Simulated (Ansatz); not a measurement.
A structure relaxed at B3LYP-D4/def2-TZVP in Ansatz, charge 0, singlet:

```xyz
8

Mg   -0.1312    0.1646   -0.2567
C     0.7013   -0.8754    1.3476
H     0.8029   -1.9419    1.1289
H     0.0863   -0.7846    2.2474
H     1.6969   -0.4981    1.5974
N    -0.8908    1.1118   -1.7129
H    -1.8757    1.2529   -1.8906
H    -0.3897    1.5708   -2.4611
```

Question: Give its formula, name or SMILES.

Answer: MgMe(NH2) (CH5MgN).

Question: Summarise the bond lengths by kind (pairs closer than 1.2 times the sum of covalent radii, bridged metal pairs left out).

Answer: 1 × C–Mg 2.09 Å; 1 × Mg–N 1.90 Å; 3 × C–H 1.09 Å; 2 × H–N 1.01 Å.
